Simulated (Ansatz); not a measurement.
CH₅AlO (`C[O][AlH2]`), one more setting.

```yaml
crystal:
  periodic: [false, false, false]
  atoms:
    - {symbol: C, position_ang: [-0.458701, 1.087280, -0.422268]}
    - {symbol: O, position_ang: [-0.579766, -0.252191, -0.043855]}
    - {symbol: Al, position_ang: [0.505619, -1.418557, 0.507597]}
    - {symbol: H, position_ang: [-0.793323, 1.217557, -1.456709]}
    - {symbol: H, position_ang: [0.573285, 1.454590, -0.349864]}
    - {symbol: H, position_ang: [-1.088263, 1.716895, 0.215156]}
    - {symbol: H, position_ang: [2.031567, -1.021609, 0.673239]}
    - {symbol: H, position_ang: [-0.098216, -2.841165, 0.820805]}
basis:
  gaussian: {orbitals: def2-TZVPP, nuclear_model: gaussian}
hamiltonian: {xc: {name: r2SCAN50}}
```

```sh
$ ansatz run in.yaml --threads 4 --pin off --events-out ev --progress --plain --max-ram 10444MiB
```

Shortened log:

```
Functional definition: r2SCAN50
998 factors; their error is unknown
mean field evaluation 1: about -9757.3124 eV, gradient 4.5e1 eV
mean field evaluation 2: about -9755.4757 eV, gradient 5.6e1 eV
mean field evaluation 4: about -9761.0842 eV, gradient 1.8e0 eV
mean field evaluation 8: about -9761.0906 eV, gradient 3.1e-2 eV
mean field evaluation 16: about -9761.1226 eV, gradient 4.7e-5 eV
mean field -9761.12256529 eV, -358.7146379481 hartree, gradient 4.7e-5 eV, S^2 0.000000; 0 other end points of the search recorded, 0 dependent functions left out
reference -9761.12257339 eV, -358.7146382456 hartree; 16, 16 occupied and 158, 158 virtual orbitals, 998 factors
Total energy: -9761.12257339 eV, -358.7146382456 hartree
```

Hardware: 4 threads of an Arm Neoverse V2 on a shared host. Wall time 1.8 s, peak host memory 0.34 GiB.
